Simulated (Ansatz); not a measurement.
**Born effective charge (magnitude) of some tetrahedrally bonded semiconductors and semimetals, all zinc-blende**

Method: r²SCAN (Ansatz, an electronic-structure program, PAW). References are measured values at room or unstated temperature, uncorrected unless marked, so that the deviations hold thermal and zero-point effects besides the level's error.

Values in e.

| solid | reference | r²SCAN | deviation (%) |
|---|---|---|---|
| zinc-blende ZnSe | 2.03 (2.03–2.21) | 2.05 | +1.0 |
| zinc-blende GaP | 2.04 (2.04–2.16) | 2.15 | +5.4 |
| zinc-blende GaAs | 2.16 (2.07–2.18) | 2.15 | -0.5 |
| zinc-blende InP | 2.55 | 2.58 | +1.2 |
| zinc-blende ZnS | 2.15 | 1.99 | -7.4 |
| 3C-SiC | 2.70 | 2.72 | +0.7 |
| zinc-blende InAs | 2.53 | 2.62 | +3.6 |

Over these 7 solids the mean deviation is +0.6 %, the mean absolute deviation 2.8 % (median 1.2 %), and the worst case zinc-blende ZnS at -7.4 %; the value is too high in 5 of 7 cases.

Spin–orbit coupling is left out, also for the solids with elements from indium on (zinc-blende InP, zinc-blende InAs); its size isn't shown.

Brackets give the range of the sources taken for a reference, where it is wide; it can hold other temperatures.

Differences are worked out from the printed values.

Each level is taken at its own relaxed cell. Ansatz's density-functional and Hartree–Fock values are scalar-relativistic unless marked +SOC, with PAW data made under PBE.

Ansatz's runs of these crystals have no spin polarisation.

Not in this set, of the tetrahedrally bonded semiconductors and semimetals with a reference value in our tables and a result at some level: 2 for sources at odds; 1 for no value at r²SCAN (not run, a failed fit, an unstable or unbound cell, or a value held back for tests). These can be a level's best or worst cases. At least 2 more with a reference value are held back for tests. Solids without a released value at any level aren't counted. Layered and molecular crystals are counted apart. The metals Ce to Yb are counted apart.

References as tabulated in Bennetto and Vanderbilt (1996), arXiv:mtrl-th/9601002; Wang et al. (1996), arXiv:mtrl-th/9510002.
